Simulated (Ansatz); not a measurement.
**AlNH (doublet): the correlation ladder at distance Al1–N2 = 2.351 Å, 6-31G**

How much of the correlation energy of AlNH (doublet) does each wave-function method recover here?

Method: 6-31G, core rule «outside noble gas», up to 6 orbitals frozen; program: Ansatz 0.2.0, Gaussian basis.

The runs, in order: UHF; CCSD(T) on ROHF; CCSD(T) on UHF; BCCD(T) on ROHF; CISD; CCSDT(Q) on ROHF; CCSDT(Q) on UHF; CCSDTQ on ROHF; CCSDTQ on UHF; CASSCF and MRCISD+Q, 3 electrons in 3 orbitals; CASSCF and NEVPT2, 3 electrons in 3 orbitals; Full CI.

10 further runs of the same task are left out: 7 for a known fault of the program, 3 that didn't finish.

**1. What is computed**

The geometry derives from a PBE0/def2-TZVP stationary point (not a proven minimum). One bond is set to the value named and the two fragments are kept rigid.

3 atoms, charge 0, spin multiplicity 2.

Atoms are counted from 1 here; the program's logs count them from 0.

Bond lengths: N2–H3 1.016 Å.

**2. UHF**

The input, in.yaml:

```yaml
crystal:
  periodic: [false, false, false]
  atoms:
    - {symbol: Al, position_ang: [0.000000, -0.112353, 1.803313]}
    - {symbol: N, position_ang: [0.000000, -0.300897, -0.540114]}
    - {symbol: H, position_ang: [0.000000, 0.413250, -1.263199]}
basis:
  gaussian: {orbitals: 6-31G}
magnetization: {spin_polarized: true, initial_magnetization: 1}
hamiltonian: {xc: hf}
output: {orbitals: {seedname: orbitals}}
```

Run with:

```bash
> ansatz run in.yaml --threads 1 --pin off --events-out ev --progress --plain --max-ram 4096MiB --backend cpu
```

After this run come: CCSD(T) on ROHF; CCSD(T) on UHF; BCCD(T) on ROHF; CISD; CCSDT(Q) on ROHF; CCSDT(Q) on UHF; CCSDTQ on ROHF; CCSDTQ on UHF; CASSCF and MRCISD+Q, 3 electrons in 3 orbitals; CASSCF and NEVPT2, 3 electrons in 3 orbitals; Full CI.

Q: Predict the results of all the runs planned. Wanted: FCI below the RHF energy; RMP2 from FCI; UMP2 from FCI; RCCSD from FCI; RCCSD(T) from FCI; UCCSD(T) from FCI; RCCSDT(Q) from FCI; UCCSDT(Q) from FCI; NEVPT2 pair from FCI.

The runs gave:

| quantity | value |
| --- | --- |
| FCI below the RHF energy | -4.0185 eV |
| RMP2 from FCI | +79.3 kJ/mol |
| UMP2 from FCI | +82.7 kJ/mol |
| RCCSD from FCI | +13.1 kJ/mol |
| RCCSD(T) from FCI | +3.6 kJ/mol |
| UCCSD(T) from FCI | +4.1 kJ/mol |
| RCCSDT(Q) from FCI | +0.1 kJ/mol |
| UCCSDT(Q) from FCI | -0.3 kJ/mol |
| NEVPT2 pair from FCI | +69.0 kJ/mol |
| MRCISD+Q pair from FCI | +2.2 kJ/mol |
| levels within 1 kcal/mol (43 meV) | RCCSD(T), UCCSD(T), BCCD(T), RCCSDT, UCCSDT, RCCSDT(Q), UCCSDT(Q), RCCSDTQ, UCCSDTQ, MRCISD+Q pair |
| T1 diagnostic | 0.041 |
| effectively unpaired electrons | 1.13 |

In words: RCCSD(T) misses by +3.6 kJ/mol, 0.9 % of the correlation energy. UCCSDT(Q) falls below full CI: unrestricted runs freeze a spin-polarised core, another one than full CI's, and coupled cluster isn't variational. The occupations are near whole numbers, but T1 = 0.041 shows that the orbitals relax strongly. Of the multireference levels listed MRCISD+Q pair comes nearest in total energy (+2.2 kJ/mol), which doesn't show that its space is the better one. These misses are within one basis, not against nature; the frozen cores of restricted and unrestricted runs differ, which can shift their rows.
